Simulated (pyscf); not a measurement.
Optimised with ωB97X-D3(BJ)/def2-SVP in PySCF.

Q: PBE/def2-TZVP puts the barrier of Cl–CH₂–Cl (SMILES ClCCl) + CH₃• (SMILES [CH3]) → Cl• (SMILES [Cl]) + H₃C–CH₂–Cl (SMILES CCCl) (substitution at C; doublet surface; C–Cl broken, C–C formed) at 22.0 kcal/mol and the reaction energy at -10.2 kcal/mol, from the separated reactants. What do r²SCAN/def2-TZVP, B3LYP-D3(BJ)/def2-TZVP, ωB97M-D3(BJ)/def2-TZVP give on the same structures?

A: r²SCAN: ΔE‡ = 25.0 kcal/mol, ΔE = -8.9 kcal/mol; B3LYP-D3(BJ): ΔE‡ = 25.3 kcal/mol, ΔE = -13.4 kcal/mol; ωB97M-D3(BJ): ΔE‡ = 30.2 kcal/mol, ΔE = -14.1 kcal/mol. PBE's barrier lies under all of them, by 3.0 to 8.2 kcal/mol. Its reaction energy lies among theirs. On the product side the descent ends in what is likely a three-electron adduct, which functionals tend to overbind, 6.6 kcal/mol under the separated species and 51.2 kcal/mol under the saddle at ωB97X-D3(BJ)/def2-TZVP. This is the saddle that the search found; another between the same sides may lie lower. The angle at the attacked C is 159°. Left out: the spin-orbit lowering of Cl.
